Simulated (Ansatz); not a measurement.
[H···H···O], triplet in cc-pVDZ: errors against full CI

Geometry: a point of a hydrogen-transfer path between rigid fragments, not a stationary point.

```xyz
3

H     0.0000    0.0000   -0.9257
H     0.0000    0.0000   -0.1147
O     0.0000    0.0000    1.0403
```

Basis cc-pVDZ; Ansatz 0.2.0. Correlated methods freeze the noble-gas cores, which leaves 8 electrons in 23 orbitals. Prefix R: restricted or restricted open-shell reference; prefix U: unrestricted. Active spaces: pair = (4e, 4o) about the gap; valence = (8e, 6o) chosen from the atoms' valence shells.

Full CI is exact within this basis and frozen core; it isn't the basis-set limit. The frozen core follows each run's orbitals, which can shift R against U totals by a few meV.

For open shells CISD is restricted-active-space CI with the open shells as a complete middle space.

```
UHF ⟨S²⟩                          : 2.036
T1 diagnostic (RCCSD)             : 0.0327
largest doubles amplitude (RCCSD) : 0.068
T1 diagnostic (UCCSD)             : 0.0173
```

```
   level  E − E(RHF) (eV)
     UHF          -0.4187
    RMP2          -4.5177
    UMP2          -4.4931
   RCCSD          -5.1078
   UCCSD          -5.1155
RCCSD(T)          -5.1733
UCCSD(T)          -5.1747
```

Estimate how far full CI in cc-pVDZ lies from RCCSD(T). The table doesn't fix it; the size of (T) and the diagnostics are the guide.

Full CI in cc-pVDZ lies 1.4 kJ/mol below RCCSD(T), which is 23 % of the (T) step (-6.3 kJ/mol). T1 is raised, but (T) still catches most of what CCSD lacks.

The other levels:

```tsv
level	E − E(full CI) (kJ/mol)	share of correlation (%)	wall time
CISD	25.3	94.95	0.85 s
BCCD(T)	1.5	99.70	0.76 s
RCCSDT	0.6	99.88	–
UCCSDT	0.5	99.90	–
RCCSDT(Q)	0.0	100.00	5.5 s
UCCSDT(Q)	-0.1	100.02	3.2 s
RCCSDTQ	0.0	100.00	10 s (H100)
UCCSDTQ	-0.1	100.03	10 s (H100)
CASSCF (pair space)	417.5	16.59	–
NEVPT2 (pair space)	51.8	89.66	0.55 s
MRCISD (pair space)	18.3	96.35	–
MRCISD+Q (pair space)	1.7	99.66	1 s
CASSCF (valence space)	409.4	18.22	–
NEVPT2 (valence space)	73.2	85.38	0.34 s
MRCISD (valence space)	17.0	96.60	–
MRCISD+Q (valence space)	1.2	99.75	0.98 s
```

The correlation energy at full CI, counted from RHF, is -5.188 eV. That run took 5.5 s on 2 threads of AMD EPYC 7R13 with a shared H100 80 GB, shared host over 19,602,700 determinants.

Times hold each run's SCF and search for its determinant on a shared host, so for small cases they say little of a method's own cost; rows without a card ran on 1 thread of AMD EPYC 7R13.

The full-CI state has the irrep B2 of C2v, in the program's axes (one component, if the state is degenerate).

Natural occupations of full CI about the gap: 1.980 1.974 1.954 1.000 0.994 0.030 0.017 0.010 0.007 0.006; effectively unpaired electrons, Σ n²(2−n)², 2.02.
